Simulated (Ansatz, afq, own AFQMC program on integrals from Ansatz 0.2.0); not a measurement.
AlH$_{3}$F, doublet: AFQMC among the cluster methods

```xyz
5

Al   -1.0897    0.0000    0.0000
H    -1.8827    1.3734    0.0000
H    -1.8827   -1.3734    0.0000
H     0.5873    0.0000    0.0000
F     1.7163    0.0000    0.0000
```

Connectivity, by distances: AlH3 ··· F.

Basis cc-pVTZ. Noble-gas cores (and the filled d shells of Ga–Kr and In–Xe) are frozen. Ansatz 0.2.0 and our own AFQMC program on the same integrals; the CISD trial comes from CCSD amplitudes, and released means the phaseless constraint is let go. ± is one standard error of the sampling.

Determinant: UHF, the one that the program's search chose, which needn't be the lowest solution. The geometry is a point of a scan.

No full CI on the walks' own integrals is used here. The released AFQMC energy serves as the reference, which it does only where one determinant dominates, the energy is flat over the last release times and near the phaseless one (40 meV or 2 meV an electron, half that with transition metals). On small molecules, where full CI could be run and the noise was under 10 meV, such values lay within 10 meV of it in 19 cases of 20, a flattering rate, since the rule was set on those same cases; what remains of the bias isn't in the error bar.

Cautions: the released value is read at 2.40 1/Eh (meV from the phaseless value at times in 1/Eh: -7 ± 5 at 0.24, -9 ± 7 at 0.51, -9 ± 5 at 0.99, -18 ± 8 at 1.62, -7 ± 9 at 2.40).

```
T1 diagnostic                               : 0.0171
weight of the determinant in the CISD state : 0.888
⟨S²⟩ of the determinant                     : 0.770
size of the correlated space                : 13 electrons in 100 orbitals
```

| level | correlation energy (eV) |
| --- | --- |
| MP2 | -9.5953 |
| CCSD | -10.1882 |
| CCSD(T) | -10.4584 |

Q: Estimate where AFQMC with the constraint released lies against CCSD(T) on the same integrals.

A: 0.58 ± 0.22 kcal/mol below CCSD(T).

Reference: AFQMC with the constraint released, correlation energy -10.484 ± 0.009 eV.

```csv
level,E − E(reference) (kcal/mol),share of correlation (%)
CCSD(T),0.58 ± 0.22,99.76
ph-AFQMC/CISD,0.17 ± 0.25,99.93
```

A walk keeps the symmetry of its determinant, which the program's search chose and which needn't be the lowest solution, so a lower state of the same spin and another symmetry isn't excluded. Released energies are given only where the last usable release times agree within the noise; a slower fall can still hide under it.
